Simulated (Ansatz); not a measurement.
# Al₂H₃Cl: one species, many methods

The task here is to estimate one member of a computed series from the others.

The runs use Ansatz 0.2.0, Gaussian basis; functionals in def2-TZVPP, the program's frozen cores in correlated methods.

Plan: LDA (SPW92), PBE-D4, revPBE-D4, BLYP-D4, r2SCAN-D4, B97M-V, PBE0-D4, B3LYP-D4, r2SCANh-D4, r2SCAN0-D4, HSE06-D4, BHLYP-D4, CAM-B3LYP-D4, LC-ωPBE, ωB97X-V, ωB97M-V, B2PLYP, PBE-QIDH; CCSD(T)/def2-SVP; CCSD(T)/def2-TZVPP; MP2/def2-QZVPP; extrapolation to the limit; RPA on PBE.

### The geometry

The geometry comes from an earlier relaxation with PBE0-D4 in a triple-zeta def2 set; it is a stationary point.

SMILES `[AlH2][AlH][Cl]`, 6 atoms, charge 0, spin multiplicity 1.

Atoms are counted from 1 here; the program's logs count them from 0.

Bond lengths: Al1–Al2 2.602 Å, Al1–H4 1.592 Å, Al1–H5 1.590 Å, Al2–Cl3 2.114 Å, Al2–H6 1.588 Å. Angles: Al2–Al1–H4 121.1°, Al2–Al1–H5 121.0°, H4–Al1–H5 117.9°, Al1–Al2–Cl3 116.9°, Al1–Al2–H6 129.0°, Cl3–Al2–H6 114.0°.

Set-up of the first run:

in.yaml

```yaml
crystal:
  periodic: [false, false, false]
  atoms:
    - {symbol: Al, position_ang: [-0.893573, 0.255237, -0.988363]}
    - {symbol: Al, position_ang: [0.859361, -0.440896, 0.803590]}
    - {symbol: Cl, position_ang: [1.306493, 0.976144, 2.307152]}
    - {symbol: H, position_ang: [-1.279858, -0.722628, -2.184331]}
    - {symbol: H, position_ang: [-1.613061, 1.671457, -0.923444]}
    - {symbol: H, position_ang: [1.662738, -1.803414, 0.939195]}
basis:
  gaussian: {orbitals: def2-TZVPP}
hamiltonian: {xc: lda}
output: {orbitals: {seedname: orbitals}}
```

On the command line:

```sh
$ ansatz run in.yaml --threads 2 --pin off --events-out ev --progress --plain --max-ram 4352MiB
```

Steps of the session up to this table: LDA; PBE-D4 (GGA); revPBE-D4 (GGA); BLYP-D4 (GGA); r2SCAN-D4 (meta-GGA); B97M-V (meta-GGA); B3LYP-D4 (hybrid); r2SCANh-D4 (hybrid); r2SCAN0-D4 (hybrid); HSE06-D4 (hybrid); BHLYP-D4 (hybrid); CAM-B3LYP-D4 (range-separated); LC-ωPBE (range-separated); ωB97X-V (range-separated); ωB97M-V (range-separated); B2PLYP (double hybrid); PBE-QIDH (double hybrid).

One of the session's tables, all rows but one given; the rest of the session is left out.

It belongs to the step «Orbital energies across the functionals». 

| functional | HOMO (eV) | LUMO (eV) | gap (eV) |
| --- | --- | --- | --- |
| LDA (SPW92) | -6.19 | -3.88 | 2.31 |
| PBE-D4 | -6.13 | -3.69 | 2.45 |
| revPBE-D4 | -6.10 | -3.60 | 2.50 |
| BLYP-D4 | -6.00 | -3.52 | 2.47 |
| r2SCAN-D4 | -6.37 | -3.53 | 2.84 |
| B97M-V | -6.42 | -3.74 | 2.68 |
| PBE0-D4 | -7.18 | -2.96 | 4.21 |
| B3LYP-D4 | -6.99 | -3.11 | 3.88 |
| r2SCANh-D4 | ? | ? | ? |
| r2SCAN0-D4 | -7.32 | -2.88 | 4.44 |
| HSE06-D4 | -6.79 | -3.33 | 3.45 |
| BHLYP-D4 | -8.12 | -2.16 | 5.96 |
| CAM-B3LYP-D4 | -8.41 | -1.97 | 6.43 |
| LC-ωPBE | -9.68 | -0.98 | 8.71 |
| ωB97X-V | -9.37 | -1.06 | 8.32 |
| ωB97M-V | -9.08 | -1.27 | 7.81 |

Estimate the missing values for r2SCANh-D4.

Worked estimate for «HOMO (eV)». Against the share of exact exchange, r2SCAN-D4 (0, -6.37), r2SCAN0-D4 (0.25, -7.32) give a slope of -3.80 per unit share; at 0.1 the line stands at -6.75.

**Answer.** HOMO (eV): -6.75; LUMO (eV): -3.27; gap (eV): 3.48. In «HOMO (eV)» the line misses by 0.00.
